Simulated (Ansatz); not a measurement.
## Structure relaxation of Zr2O

Level of theory: Ansatz 0.2.0, DFT r2SCAN, scalar-relativistic, plane waves, PAW. Cutoff 500 eV, Γ-centred k mesh, Gaussian smearing, no spin polarisation in the final step.

The start puts Zr2O on the anti-CaC2 structure type (I4/mmm, No. 139), with O in place of Ca, Zr in place of C, at a guessed volume.

```
Zr O
1.0
    -1.95986    1.95986    3.21437
     1.95986   -1.95986    3.21437
     1.95986    1.95986   -3.21437
Zr O
2 1
Direct
  0.59300 0.59300 0.00000
  0.40700 0.40700 0.00000
  0.00000 0.00000 0.00000
```

Cell and atoms relax at zero pressure; the relaxation can't lower the symmetry of the start. After a coarse first stage the cell is made exact in the group found at 0.06 Å.

Energies over the elements count from the elements' standard structures at the same level (O₂ as a molecule), with no empirical corrections.

(1) Which crystal results?

(2) What are its volume, energy, density and gap?

## Answers

(1) It keeps I4/mmm (No. 139), but not the shape of the type it started on. Conventional cell: a = 2.882 Å, c = 11.049 Å. Around Zr lie 4 O at 2.52 Å, 5 Zr at 2.88–2.96 Å and 4 Zr at 3.28 Å; around O lie 8 Zr at 2.52 Å and 4 O at 2.88 Å.

```
Zr O
1.0
    -1.44111    1.44111    5.52466
     1.44111   -1.44111    5.52466
     1.44111    1.44111   -5.52466
Zr O
2 1
Direct
  0.63388 0.63388 0.00000
  0.36612 0.36612 0.00000
  0.00000 0.00000 0.00000
```

(2) The volume per atom is 15.30 Å³, the density is 7.18 g/cm³ and the energy over the elements is -1.26 eV/atom. The gap on the 22×22×22 mesh is 0 eV (a metal).

The final run used a 22×22×22 mesh on its 3-atom cell and 0.10 eV smearing. The k mesh leaves about 4 meV/atom of noise in metals. A structure relaxed within its symmetry needn't be a true minimum.

Cost: 3 runs of about 12 core-minutes in all, on Arm Neoverse V2 (shared hosts).